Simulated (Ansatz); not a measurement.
The input, for Ansatz 0.2.0:

```yaml
crystal:
  periodic: [false, false, false]
  atoms:
    - {symbol: Ge, position_ang: [-0.022102, 0.038653, 1.246543]}
    - {symbol: As, position_ang: [0.046082, -0.019073, -1.187293]}
    - {symbol: H, position_ang: [0.034626, -1.555165, 1.268133]}
    - {symbol: H, position_ang: [-1.065901, -1.026058, -1.407248]}
    - {symbol: H, position_ang: [-0.801201, 1.213287, -1.443306]}
basis:
  gaussian: {orbitals: cc-pVDZ}
magnetization: {spin_polarized: false}
correlation: {method: dmrg, electrons: valence}
scf: {lower_state_search: off}
```

```sh
$ ansatz run in.yaml --threads 1 --pin off --events-out ev --progress --plain --max-ram 2393MiB
```

Question: How does this run end?

Answer: Refused. The input was made wrong on purpose (a method name that the input doesn't accept), so the run isn't a sound calculation of what was asked.
```
Error: YAML parse error: error: line 12 column 23: unknown variant `dmrg`, expected one of mp2, rpa, ccsd, ccsd_t, bccd, bccd_t, ccsdt, ccsdt_q, ccsdt_q_b, ccsdtq, fci, sc_nevpt2, fic_nevpt4_sd, fic_mrcisd_q, fic_mrcisd_q_relaxed
  --> <input>:12:23
   |
10 |   gaussian: {orbitals: cc-pVDZ}
11 | magnetization: {spin_polarized: false}
12 | correlation: {method: dmrg, electrons: valence}
   |                       ^ unknown variant `dmrg`, expected one of mp2, rpa, ccsd, ccsd_t, bccd, bccd_t, ccsdt, ccsdt_q, ccsdt_q_b, ccsdtq, fci, sc_nevpt2, fic_nevpt4_sd, fic_mrcisd_q, fic_mrcisd_q_relaxed
13 | scf: {lower_state_search: off}
   |
```
